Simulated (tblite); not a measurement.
Species: pivaldehyde cation, C5H10O (charge +1 and doublet state).
SMILES: `CC(C)(C)C=[O+]`

Calculated harmonic vibrations of the isolated species, GFN2-xTB (tblite), most abundant isotopes, no scaling. The method is semi-empirical: single wavenumbers can be off by several per cent or more. Open shells enter through the occupations alone, without spin polarisation, and single modes of such species can be off by tens of per cent.

Harmonic wavenumbers (cm⁻¹): 67.9, 153.7, 216.6, 229.3, 243.2, 269.7, 338.2, 380.4, 399.8, 512.4, 631.5, 809.7, 847.3, 911.5, 923.3, 950.7, 974.5, 979.5, 1091.5, 1162.7, 1200.7, 1264.5, 1333.1, 1347.9, 1359.6, 1383.0, 1399.3, 1409.8, 1431.6, 1436.1, 1463.1, 1896.2, 2775.8, 2958.7, 2973.3, 2993.4, 3023.0, 3036.1, 3042.7, 3047.5, 3054.0, 3056.5.

A = 4507, B = 2835, C = 2756 MHz; mass 86.073 u (most abundant isotopes); point group C1, symmetry number 1; spin multiplicity 2.

Question: Zero-point energy?

Answer: ½Σν̃ = 29490 cm⁻¹ = 352.78 kJ/mol.

Question: Give the ideal-gas entropy at 400 K and 1 bar in the rigid-rotor, harmonic-oscillator model (classical rotation).

Answer: Translation 170.53, rotation 115.02, vibration 115.06, spin (R ln 2) 5.76: S = 406.4 J/(mol K).

Question: And Cp and H(400 K) − H(0)?

Answer: Cp = 161.83 J/(mol K), of which vibrations give 128.57 (their classical limit is 42 R = 349.2); H(400 K) − H(0) = 38.76 kJ/mol without the zero-point energy, 25.46 from vibrations.

Question: What must be added to the electronic energy to get the Gibbs energy at 400 K and 1 bar?

Answer: ZPE + [H(400 K) − H(0)] − T·S = 352.78 + 38.76 − 162.55 = 228.99 kJ/mol.

Question: Which modes carry the vibrational entropy at 400 K?

Answer: 67.9 cm⁻¹: 20.06; 153.7 cm⁻¹: 13.35; 216.6 cm⁻¹: 10.60; 229.3 cm⁻¹: 10.15; 243.2 cm⁻¹: 9.69; 269.7 cm⁻¹: 8.89 J/(mol K); the other 36 give 42.34 together.

Question: How do the functions run with temperature in this model?

Answer: 
| T (K) | S (J/(mol K)) | Cp (J/(mol K)) | H − H(0) (kJ/mol) | G − H(0) (kJ/mol) | ln q(vib) |
| --- | --- | --- | --- | --- | --- |
| 150 | 292.6 | 82.6 | 8.18 | -35.72 | 1.53 |
| 250 | 342.3 | 114.2 | 18.03 | -67.54 | 3.34 |
| 298.15 | 363.7 | 129.7 | 23.90 | -84.55 | 4.24 |
| 600 | 482.4 | 213.9 | 76.62 | -212.83 | 10.00 |
| 900 | 579.9 | 266.6 | 149.29 | -372.63 | 15.52 |

q(vib) and H(0) count from the zero-point level.

Hindered rotation and anharmonicity are outside this model. The structure is chiral; the term R ln 2 for an equal mix with its mirror image is left out.

On one thread, Arm Neoverse V1 (aarch64), on a shared host, this took 0.38 s. The figure is for the frequency step alone.

The values belong to the conformer `[CH3:1][C:2]([CH3:3])([CH3:4])[CH:5]=[O+:6]`: C1–C2–C5–O6 -4°.
